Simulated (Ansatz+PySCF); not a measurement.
The numbers below are computed, except where a source is named.
## Ansatz (development build ahead of 0.2.0) run

```yaml
crystal:
  periodic: [false, false, false]
  atoms:
    - { symbol: "N", position_ang: [0.0, 0.0, -0.24207] }
    - { symbol: H, position_ang: [0.0, 0.0, 1.69448] }
basis:
  gaussian: { orbitals: "6-31G" }
magnetization:
  spin_polarized: true
  initial_magnetization: 2
hamiltonian:
  xc: pbe0
```

The input is written out in the form of the current development build from the run's settings.

Results

```json
{
 "Converged": "yes",
 "Total energy": "-55.04254 hartree",
 "Spin squared of the determinant": "2.611",
 "Occupied orbitals by symmetry in an Abelian subgroup (alpha; beta)": "3 A1 1 B1 1 B2; 3 A1"
}
```

Caution: the unrestricted determinant is spin contaminated.
